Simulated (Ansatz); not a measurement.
**Fe: computed properties**

Method: Ansatz, DFT r2SCAN, scalar-relativistic, plane waves, PAW.

Settings: cutoff 500 eV, Γ-centred mesh 20×20×20 on the computed 1-atom cell, Gaussian smearing of 0.10 eV; collinear spin from starting moments 3.09 μB.

The structure is relaxed at this level of theory with its symmetry kept.

The structure is cubic, space group Im-3m (No. 229). Conventional cell: a = 2.867 Å, b = 2.867 Å, c = 2.867 Å, α = 90.00°, β = 90.00°, γ = 90.00°. Around Fe (site symmetry m-3m) lie 8 Fe at 2.48 Å.

```
Volume per atom                                                   : 11.78 Å³
Formation energy from the elements' standard states (uncorrected) : -0.001 eV/atom
Generalised Kohn–Sham band gap                                    : none (metal)
Density of states at the Fermi level                              : 0.73 states/eV per cell
Löwdin character within 0.5 eV of the Fermi level                 : Fe 3d 86 %, Fe 4s 9 %, unprojected 6 %
Bulk modulus                                                      : 190 GPa
Its pressure derivative                                           : 4.1
Bader charges (e)                                                 : Fe (1 in the cell) 0.00
Total moment                                                      : 2.65 μB per cell
Site moments (μB; atoms counted from 1 over the whole cell)       : Fe (atom 1) 2.81
```

The state reached may not be the lowest one.

Only this magnetic start was tried.

Cost: 6 runs of about 2.5 core-minutes in all, on Arm Neoverse V2 (shared hosts).